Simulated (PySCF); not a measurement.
## Level of theory and adiabatic energies of losing or gaining an electron: sulfur trioxide

Structure: `O=S(=O)=O` (O3S).

All levels share the PBE0-D3(BJ)/ma-def2-SVP structures and the PBE0-D3(BJ)/ma-def2-SVP thermal terms; only the single-point energies (PySCF) change. Values are adiabatic energies of losing or gaining an electron (0 K, eV).

Measured (NIST Chemistry WebBook): adiabatic ionisation energy 12.80 eV.

```
                      level  ionisation energy to the radical cation  time
M06-L/ma-def2-TZVP (grid 3)                                    12.26  98 s
         PBE0-D3(BJ)/6-31G*                                    12.54  11 s
           LDA/ma-def2-TZVP                                    12.59  37 s
     PBE0-D3(BJ)/def2-SV(P)                                    12.61  11 s
PBE0-D3(BJ)/6-311++G(2d,2p)                                    12.68  26 s
   PBE0-D3(BJ)/ma-def2-TZVP                                    12.70     –
        PBE0-D3(BJ)/6-31+G*                                    12.71  15 s
PBE0-D3(BJ)/jun-cc-pV(T+d)Z                                    12.71  40 s
      PBE0-D3(BJ)/def2-SVPD                                    12.78  21 s
```

Times are wall times for all single points of a level on 1 thread of Intel Xeon Platinum 8375C @ 2.90GHz, a shared host; the dash marks the run that also made the structures. LDA, M06-L ran on a slower path of this set-up, which computes the density-fitting integrals anew in every SCF cycle while the other levels store them. So the times needn't show the usual order of cost, and those levels read slower than they are.

At M06-L/ma-def2-TZVP (grid 3), LDA/ma-def2-TZVP a relaxed species lies above the same state at the other structure, so the structures fit those levels poorly.

The spread: 0.51 eV, from 12.26 to 12.78.

Caveats: O1 and O4 are equivalent in the parent, but the relaxed radical cation is symmetry-broken (D3h to C2v), as a Jahn-Teller-type distortion or an artefact of the method; its spin populations, distances and adiabatic value belong to that structure.

Bases without diffuse functions serve anions poorly.

Differences come from unrounded values, so a last digit can differ from that of the printed terms.
